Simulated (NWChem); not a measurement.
hydrogen cyanide (CHN); SMILES C#N

All runs: NWChem. Each level has its own optimisation. Entropies are gas-phase, rigid-rotor, harmonic values for NWChem's default masses at 298.15 K and 1 bar, so the errors hold that model's part too (torsions, anharmonicity).

Measured entropy at 1 bar: 48.2 cal/(mol K) (CRC Handbook, as tabulated in the package chemicals).

```
level                                 entropy at 1 bar (cal/(mol K))  computed − measured
------------------------------------  ------------------------------  -------------------
B3LYP/3-21G                                                     47.9                 -0.3
B3LYP/def2-TZVP                                                 48.1                 -0.1
LDA (Slater exchange, VWN5)/def2-SVP                            48.2                  0.0
PBE0-D3(BJ)/def2-TZVP                                           48.1                 -0.1
```
